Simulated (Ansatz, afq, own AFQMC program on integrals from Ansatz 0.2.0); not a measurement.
AFQMC on a folder of integrals that Ansatz 0.2.0 wrote.

```yaml
crystal:
  periodic: [false, false, false]
  atoms:
    - {symbol: Si, position_ang: [0.000000, 0.120755, -0.140500]}
    - {symbol: H, position_ang: [0.000000, -2.187512, -1.469847]}
    - {symbol: H, position_ang: [0.784188, -0.588625, 2.692391]}
    - {symbol: H, position_ang: [-0.784188, -0.588625, 2.692391]}
basis:
  gaussian: {orbitals: cc-pVDZ}
total_charge: 1
magnetization: {spin_polarized: true, initial_magnetization: 2}
correlation: {method: ccsd_t, electrons: outside_noble_gas, hamiltonian_folder: ham}
```

```sh
$ ansatz run in.yaml --threads 1 --pin off --events-out ev --progress --plain --max-ram 15360MiB --backend cuda --devices 0, --max-vram 18GiB
```

afq runs on the folder ham with

```
--method phaseless --trial cisd --walkers 4000 --populations 20 --least-time 60 --time-step 0.005 --steps-per-block 50 --equilibration-blocks 40 --max-blocks 4000 --target-error 0.00029 --factor-cut 1e-05 --start spin_pure --seed 5352 --release-times 0.24,0.51,0.99,1.62,2.4 --release-step 0.03 --release-every 3 --taylor-order 6
```

Times are imaginary, in 1/Eh. The walk had a cap of 122 s. With eight or more populations the least sampling time is a fifth of least-time, and the error comes from their spread.

Log:

```
orbitals 28  electrons 4 2  factors 169 of 318
reference energy -290.09377490 Eh
CCSD correlation -0.09400467 Eh in 28 cycles, weight of the determinant in the CISD state 0.6696
energy of the start -290.172272 Eh
 block  time / (1/Eh)  mean weight  energy / Eh
     1     0.250  1.0000  -290.175810
     2     0.500  0.9998  -290.178608
     3     0.750  1.0001  -290.180660
     4     1.000  1.0000  -290.182217
     5     1.250  1.0000  -290.183351
     8     2.000  1.0000  -290.186363
    11     2.750  0.9998  -290.187615
    17     4.250  0.9999  -290.188455
    23     5.750  1.0000  -290.189312
    27     6.750  0.9999  -290.188259
    29     7.250  1.0002  -290.188349
    35     8.750  0.9999  -290.188619
    41    10.250  1.0000  -290.189049
    47    11.750  1.0000  -290.188893
    53    13.250  1.0000  -290.188813
    59    14.750  1.0000  -290.188887
    65    16.250  1.0000  -290.188619
    67    16.750  1.0000  -290.189516
    71    17.750  0.9999  -290.189232
    77    19.250  1.0002  -290.188479
    83    20.750  1.0001  -290.188617
    89    22.250  0.9998  -290.188606
error from the spread of 20 populations
released: time / (1/Eh)  energy / Eh  error  mean overlap
  0.24  -290.189061  0.000123  0.9983
  0.51  -290.189218  0.000116  0.9962
  0.99  -290.189084  0.000337  0.9942
  1.62  -290.189327  0.000091  1.0010
  2.40  -290.189399  0.000085  1.0048
energy -290.188838 +/- 0.000130 Eh
(rows thinned)
```

The run passed its tests (sampling time, drift between the halves within three errors, error under three times the target), which doesn't prove that it has relaxed.

Against this walk (error 3.5 meV) on the same determinant: CCSD(T) 5.2 meV lower (within the noise), CCSDT(Q) 27.9 meV lower, CCSDTQ 30.0 meV lower, full CI 30.1 meV lower. The error is statistical and leaves out the bias of the constraint. The determinant has ⟨S²⟩ = 2.61, so the low cluster orders mix in higher spin, while the walk starts as a pure triplet. The released energies have errors that jump between times, so the bars are unsure (meV from the phaseless value at times in 1/Eh: -6 ± 3 at 0.24, -10 ± 3 at 0.51, -7 ± 9 at 0.99, -13.3 ± 2.5 at 1.62, -15.3 ± 2.3 at 2.40), so they give no level; they do show a bias of the constraint, and the last of them that isn't too noisy lies 15 meV above full CI. Full CI is exact here, so the walk's 30 meV above it is the walk's own error: the bias of the constraint with this trial. The determinant is a poor start (see the cautions), so the low cluster orders aren't to be relied on, and full CI is the sure value.

Cautions: constraint bias not in the error; lower spins were not checked; strong correlation (T1 0.124, weight of the determinant 0.67, largest double 0.31); unrestricted determinant spin contaminated (⟨S²⟩ 2.61 against 2.00).

The walk took 25 s on 1 × NVIDIA H100 80GB HBM3 with 2 threads of AMD EPYC 7R13 Processor (Zen 3), with other jobs on the host (the card was shared). The log's last line is the phaseless energy.

CCSDT and higher add their correlation energy to the determinant of the CCSD(T) run, since their own runs factorise the integrals more tightly (a shift of under 2 meV).
